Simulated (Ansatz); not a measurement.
Ansatz (a program for electronic structure) input (CCSD(T)/aug-pcseg-1): A basis named .json is the Basis Set Exchange file of that set (core-valence sets with the plain set on hydrogen).

Ansatz 0.2 input:
```yaml
crystal:
  periodic: [false, false, false]
  atoms:
    - {symbol: Cl, position_ang: [-0.31586800, -0.00006600, -0.01691400]}
    - {symbol: F, position_ang: [-1.97230800, 0.00007400, 0.02657000]}
basis:
  gaussian:
    orbitals: aug-pcseg-1.json
    ghost_atoms:
      - {symbol: O, position_ang: [2.23981900, 0.00002700, -0.08823100]}
      - {symbol: H, position_ang: [2.60088700, 0.76196300, 0.37705500]}
      - {symbol: H, position_ang: [2.60108700, -0.76172700, 0.37719400]}
magnetization: {spin_polarized: false}
correlation: {method: ccsd_t, electrons: outside_noble_gas}
```

Output:

```
Functional definition: HF
integrals: 0.08 GiB planned
785 factors; integrals over basis functions are off by at most 9.2e-4 eV
mean field: 0.20 GiB planned
mean field evaluation 1: about -15204.5876 eV, gradient 1.8e1 eV
mean field evaluation 2: about -15204.5910 eV, gradient 1.8e1 eV
mean field evaluation 4: about -15205.2311 eV, gradient 2.4e0 eV
mean field evaluation 8: about -15205.2419 eV, gradient 1.1e-5 eV
mean field evaluation 16: about -15205.2411 eV, gradient 4.6e-1 eV
mean field -15205.24185915 eV, -558.7823318405 hartree, gradient 2.9e-6 eV, S^2 0.000000; 0 other end points of the search recorded, 0 dependent functions left out
6 core orbitals not correlated
reference -15205.24185915 eV, -558.7823318405 hartree; 7, 7 occupied and 78, 78 virtual orbitals, 785 factors
second order -9.25509103 eV of doubles, -0.00000000 eV of singles
coupled cluster: 0.28 GiB planned
cycle   1  -9.30603499 eV  change   -5.1e-2 eV  update   8.2e-2
cycle   2  -9.56426963 eV  change   -2.6e-1 eV  update   2.6e-2
cycle   3  -9.63903787 eV  change   -7.5e-2 eV  update   1.2e-2
cycle   4  -9.63439920 eV  change    4.6e-3 eV  update   2.3e-3
cycle   5  -9.63460557 eV  change   -2.1e-4 eV  update   9.6e-4
cycle   6  -9.63495714 eV  change   -3.5e-4 eV  update   3.7e-4
cycle   7  -9.63485473 eV  change    1.0e-4 eV  update   1.5e-4
cycle   8  -9.63483109 eV  change    2.4e-5 eV  update   5.7e-5
cycle   9  -9.63484931 eV  change   -1.8e-5 eV  update   2.2e-5
cycle  10  -9.63485079 eV  change   -1.5e-6 eV  update   8.2e-6
perturbative correction -0.26184630 eV, -0.0096226739 hartree
Total energy: -15215.13855623 eV, -559.1460287502 hartree
```
